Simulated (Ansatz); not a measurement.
# AlSi (quartet): from Hartree-Fock to the top rungs, def2-TZVPP

An exercise on one series of results from a longer session: the logs are not shown, and one member is left open.

Program: Ansatz 0.2.0, Gaussian basis. Level of theory: def2-TZVPP, core rule «outside noble gas», up to 10 orbitals frozen. These are calculated values, not measurements.

To be run: UHF; ROHF; CCSD(T) on UHF.

**What is computed**

The geometry is a PBE0/def2-TZVP stationary point (not a proven minimum).

2 atoms, charge 0, spin multiplicity 4.

Atoms are counted from 1 here; the program's logs count them from 0.

Bond lengths: Si1–Al2 2.416 Å.

Set-up of the first run:

Input file in.yaml:

```yaml
crystal:
  periodic: [false, false, false]
  atoms:
    - {symbol: Si, position_ang: [0.000000, 0.000000, 0.000000]}
    - {symbol: Al, position_ang: [0.000000, 0.000000, 2.416200]}
basis:
  gaussian: {orbitals: def2-TZVPP}
magnetization: {spin_polarized: true, initial_magnetization: 3}
hamiltonian: {xc: hf}
output: {orbitals: {seedname: orbitals}}
```

Started as:

```console
ansatz run in.yaml --threads 1 --pin off --events-out ev --progress --plain --max-ram 3968MiB --backend cpu
```

Steps of the session up to this table: UHF; ROHF; CCSD(T) on UHF.

One table of the session follows, with a row left open; its other results are not shown here.

| method | from UCCSD(T) (meV) |
| --- | --- |
| ROHF | +4360.1 |
| UHF | +4284.3 |
| UMP2 | ? |
| UCCSD | +246.1 |
| UCCSD(T) | 0 |

Estimate the missing values for UMP2.

**Answer.** from UCCSD(T) (meV): +976.9. In the column «from UCCSD(T) (meV)» it lies between UCCSD (+246.1) and UHF (+4284.3).

With the free atoms at the same levels and basis (separate runs), the atomisation energy is 2.445 eV at UCCSD(T), 1.812 eV at ROHF.
